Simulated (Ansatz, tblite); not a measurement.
# Mu-NH2-B2H5 (B2NH7): which spin state is lowest

Aim: set other spin states of mu-NH2-B2H5 (B2NH7) against its singlet, on many levels of theory.

Computed with Ansatz 0.2.0, Gaussian basis. Level: as each input shows.

Plan: triplet, at the geometry of the singlet (GFN1-xTB, GFN2-xTB, PBE0-D4/def2-TZVP, PBE-D4/def2-TZVP, r2SCAN-D4/def2-TZVP); the singlet's energies come from earlier runs.

1 further run of the same task is left out (it didn't finish).

## 1. The structure

The singlet was relaxed beforehand with PBE-D4/def2-TZVP.

10 atoms, charge 0, spin multiplicity 1.

Bond lengths: B1–N2 1.560 Å, B1–B3 1.904 Å, B1–H4 1.346 Å, B1–H5 1.201 Å, B1–H6 1.201 Å, N2–B3 1.560 Å, N2–H7 1.016 Å, N2–H8 1.016 Å, B3–H4 1.346 Å, B3–H9 1.201 Å, B3–H10 1.201 Å. Angles: N2–B1–B3 52.4°, N2–B1–H4 97.3°, N2–B1–H5 114.0°, N2–B1–H6 114.0°, B3–B1–H4 45.0°, B3–B1–H5 118.4°, B3–B1–H6 118.3°, H4–B1–H5 103.4°, H4–B1–H6 103.4°, H5–B1–H6 120.4°, B1–N2–B3 75.2°, B1–N2–H7 116.6°, B1–N2–H8 116.6°, B3–N2–H7 116.6°, B3–N2–H8 116.6°, H7–N2–H8 111.1°, B1–B3–N2 52.4°, B1–B3–H4 45.0° and more.

## 2. Triplet at the fixed geometry, GFN1-xTB

Tight binding, by tblite at 300 K electronic temperature and without a spin-polarisation term:

```python
tblite.interface.Calculator('GFN1-xTB', numbers, positions, charge=0, uhf=2).singlepoint()
```

Energy -256.3765 eV; 0.004 s.

## 3. Triplet at the fixed geometry, GFN2-xTB

Tight binding, by tblite at 300 K electronic temperature and without a spin-polarisation term:

```python
tblite.interface.Calculator('GFN2-xTB', numbers, positions, charge=0, uhf=2).singlepoint()
```

Energy -235.9036 eV; 0.002 s.

## 4. Triplet at the fixed geometry, PBE0-D4/def2-TZVP

Input file in.yaml:

```yaml
crystal:
  periodic: [false, false, false]
  atoms:
    - {symbol: B, position_ang: [0.589443, 0.712422, -0.392807]}
    - {symbol: N, position_ang: [-0.724648, 0.402608, 0.389070]}
    - {symbol: B, position_ang: [-0.082722, -0.993884, 0.120817]}
    - {symbol: H, position_ang: [1.005349, -0.558747, -0.540474]}
    - {symbol: H, position_ang: [0.410009, 1.080177, -1.522229]}
    - {symbol: H, position_ang: [1.450923, 1.211774, 0.279164]}
    - {symbol: H, position_ang: [-0.761254, 0.708543, 1.357686]}
    - {symbol: H, position_ang: [-1.598115, 0.602157, -0.090925]}
    - {symbol: H, position_ang: [0.376164, -1.516238, 1.100413]}
    - {symbol: H, position_ang: [-0.665140, -1.648801, -0.700705]}
basis:
  gaussian: {orbitals: def2-TZVP}
magnetization: {spin_polarized: true, initial_magnetization: 2}
hamiltonian: {xc: pbe0, dispersion: d4}
scf: {omitted_lower_state_checks: [starts]}
output: {orbitals: {seedname: orbitals}}
```

The run is started by

```console
> ansatz run in.yaml --threads 4 --pin off --events-out ev --progress --plain --max-ram 3916MiB
```

Log:

```text
Functional definition: PBE0
  name "PBE0"
  cite "Adamo & Barone, J. Chem. Phys. 110, 6158 (1999) doi:10.1063/1.478522"
  cite "Perdew, Burke & Ernzerhof, Phys. Rev. Lett. 77, 3865 (1996) doi:10.1103/PhysRevLett.77.3865"
  parent pbe
  parameter a = 0.25
  parameter kappa = 0.804
  parameter beta = 0.06672455060314922
  exchange = (1 - a)*pbe_x(kappa = kappa, mu = beta*pi^2/3) + a*exact_x
  correlation = pbe_c(beta = beta)
these checks for a lower state are left out or cut short: starts
801 factors; their error is unknown
mean field evaluation 1: about -2939.7665 eV, gradient 3.8e1 eV
mean field evaluation 2: about -2928.1581 eV, gradient 6.1e1 eV
mean field evaluation 4: about -2946.8011 eV, gradient 2.9e0 eV
mean field evaluation 8: about -2946.8662 eV, gradient 9.8e-2 eV
mean field evaluation 16: about -2946.8663 eV, gradient 4.0e-3 eV
mean field evaluation 32: about -2946.8664 eV, gradient 6.5e-2 eV
mean field -2946.86649336 eV, -108.2953461732 hartree, gradient 5.5e-6 eV, S^2 2.005575; 2 other end points of the search recorded, 0 dependent functions left out
reference -2946.86653168 eV, -108.2953475813 hartree; 13, 11 occupied and 122, 124 virtual orbitals, 801 factors
Total energy: -2946.97372289 eV, -108.2992867858 hartree
Checks for a lower state left out: starts
```

Wall time 7.5 s (4 threads of Arm Neoverse V1, shared host).

Report: HOMO -1.48 eV, LUMO -8.31 eV (over both spins; with the spin held, an empty level of the minority spin lies below the top filled one); ⟨S²⟩ 2.006 (pure: 2.00).

## 5. Triplet at the fixed geometry, PBE-D4/def2-TZVP

start.molden holds the orbitals of an earlier run on this state, given as this run's starting guess.

in.yaml: that of step 4 with these lines changed.

```diff
@@ -14,5 +14,5 @@
 basis:
-  gaussian: {orbitals: def2-TZVP}
+  gaussian: {orbitals: def2-TZVP, initial_orbitals: start.molden}
 magnetization: {spin_polarized: true, initial_magnetization: 2}
-hamiltonian: {xc: pbe0, dispersion: d4}
+hamiltonian: {xc: pbe, dispersion: d4}
 scf: {omitted_lower_state_checks: [starts]}
```

The command is unchanged.

Log:

```text
Functional definition: PBE
  name "PBE"
  cite "Perdew, Burke & Ernzerhof, Phys. Rev. Lett. 77, 3865 (1996) doi:10.1103/PhysRevLett.77.3865"
  parent pbe
  parameter kappa = 0.804
  parameter beta = 0.06672455060314922
  exchange = pbe_x(kappa = kappa, mu = beta*pi^2/3)
  correlation = pbe_c(beta = beta)
these checks for a lower state are left out or cut short: starts
801 factors; their error is unknown
mean field evaluation 1: about -2946.7186 eV, gradient 4.6e0 eV
mean field evaluation 2: about -2946.7788 eV, gradient 7.4e-2 eV
mean field evaluation 4: about -2946.7681 eV, gradient 4.3e-2 eV
mean field evaluation 8: about -2946.7681 eV, gradient 2.3e-4 eV
mean field evaluation 16: about -2946.7681 eV, gradient 2.9e-5 eV
mean field -2946.76808539 eV, -108.2917297471 hartree, gradient 9.1e-6 eV, S^2 2.002413; 0 other end points of the search recorded, 0 dependent functions left out
reference -2946.76813695 eV, -108.2917316417 hartree; 13, 11 occupied and 122, 124 virtual orbitals, 801 factors
Total energy: -2946.89881785 eV, -108.2965340761 hartree
Checks for a lower state left out: starts
```

It took 3.3 s on 4 threads of Arm Neoverse V1, shared host.

Report: HOMO -0.99 eV, LUMO -8.78 eV (over both spins; with the spin held, an empty level of the minority spin lies below the top filled one); ⟨S²⟩ 2.002 (pure: 2.00).

## 6. Triplet at the fixed geometry, r2SCAN-D4/def2-TZVP

in.yaml: that of step 5 with these lines changed.

```diff
@@ -16,3 +16,3 @@
 magnetization: {spin_polarized: true, initial_magnetization: 2}
-hamiltonian: {xc: pbe, dispersion: d4}
+hamiltonian: {xc: r2scan, dispersion: d4}
 scf: {omitted_lower_state_checks: [starts]}
```

Launched as before.

Log, cut to the lines that bear on the results:

```text
Functional definition: r2SCAN
  name "r2SCAN"
  cite "Furness, Kaplan, Ning, Perdew & Sun, J. Phys. Chem. Lett. 11, 8208 (2020) doi:10.1021/acs.jpclett.0c02405"
  cite "Furness, Kaplan, Ning, Perdew & Sun, J. Phys. Chem. Lett. 11, 9248 (2020) doi:10.1021/acs.jpclett.0c03077"
  parent r2scan
[...]
801 factors; their error is unknown
[...]
mean field -2949.07644631 eV, -108.3765604461 hartree, gradient 9.7e-6 eV, S^2 2.005893; 0 other end points of the search recorded, 0 dependent functions left out
reference -2949.07646453 eV, -108.3765611156 hartree; 13, 11 occupied and 122, 124 virtual orbitals, 801 factors
Total energy: -2949.10725916 eV, -108.3776927976 hartree
Checks for a lower state left out: starts
```

Wall time 7 s (4 threads of Arm Neoverse V1, shared host).

HOMO -1.05 eV, LUMO -8.95 eV (over both spins; with the spin held, an empty level of the minority spin lies below the top filled one); ⟨S²⟩ 2.006 (pure: 2.00).

## 7. Triplet less singlet, vertical

The singlet's energies are those of its earlier runs, whose logs aren't repeated here.

| level | triplet less singlet, vertical (kJ/mol) | time |
| --- | --- | --- |
| GFN1-xTB | +862.9 | 0.008 s |
| GFN2-xTB | +829.9 | 0.004 s |
| PBE-D4/def2-TZVP | +719.4 | 4 s |
| r2SCAN-D4/def2-TZVP | +750.5 | 8.4 s |
| PBE0-D4/def2-TZVP | +779.6 | 8.4 s |

Times add the two runs; a level without a time comes out of a correlated run. Tight binding without a spin term can't rank spin states.

## 8. Summary of results

```
                                                quantity                                       value
triplet less singlet, vertical, functionals in def2-TZVP  +719.4 (PBE-D4) to +779.6 kJ/mol (PBE0-D4)
```

What this shows: All functionals put the triplet above the singlet, over a spread of 60.2 kJ/mol. The checks for a lower triplet were left out, so another state of that spin may lie lower. These are electronic energies, without zero-point motion, entropy or surroundings.
